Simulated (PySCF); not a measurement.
**`N[SiH2]S`, H5NSSi**

Cartesian coordinates in Å; atom numbers follow the order of the lines, from 1:
```xyz
8

N    -0.8967   -0.7313    0.3345
Si    0.1179    0.6509    0.2351
S     1.3930    0.3021   -1.4617
H    -1.5625   -0.7993    1.0863
H    -1.2815   -1.1271   -0.5094
H    -0.4821    1.9427   -0.0762
H     0.9144    0.6685    1.4532
H     1.8067   -0.8973   -1.0864
```

Level of theory: GIAO BHandHLYP/pcSseg-1 magnetisability, rotational g tensor and spin-rotation constants, non-relativistic, gas phase (PySCF). Geometry: GFN2-xTB.

What are the magnetisability and the molar susceptibility?

Isotropic -871 × 10⁻³⁰ J/T², or -52.5 × 10⁻⁶ cm³/mol; principal values -904, -860, -849 × 10⁻³⁰ J/T², anisotropy 50 × 10⁻³⁰ J/T² (root of half the summed squared differences of the principal values). The susceptibility is in cgs units.

Split it along the inertial axes a, b, c into diamagnetic and paramagnetic parts about the centre of mass, with the quadrupole moment.


| axis | χ (10⁻⁶ cm³/mol) | diamagnetic (10⁻⁶ cm³/mol) | paramagnetic (10⁻⁶ cm³/mol) | summed x² of all electrons (Å²) | quadrupole Θ (D Å) |
| --- | --- | --- | --- | --- | --- |
| a | -52.2 | -153.6 | 101.4 | 73.6 | +1.25 |
| b | -53.8 | -361.6 | 307.8 | 24.5 | +0.74 |
| c | -51.3 | -416.2 | 364.9 | 11.7 | -2.00 |

Anisotropies 2χaa − χbb − χcc = +0.7 and 2χbb − χaa − χcc = -4.1 × 10⁻⁶ cm³/mol. Θ is traceless in Buckingham's convention.

And the rotational g tensor?


| axis | rotational constant (GHz) | g | nuclear part | electronic part |
| --- | --- | --- | --- | --- |
| a | 15.9353 | -0.0658 | 0.6930 | -0.7588 |
| b | 4.0100 | -0.0130 | 0.5669 | -0.5799 |
| c | 3.3899 | -0.0124 | 0.5688 | -0.5812 |

Asymmetric top; isotopes 1H, 14N, 32S, 28Si; no vibrational averaging.
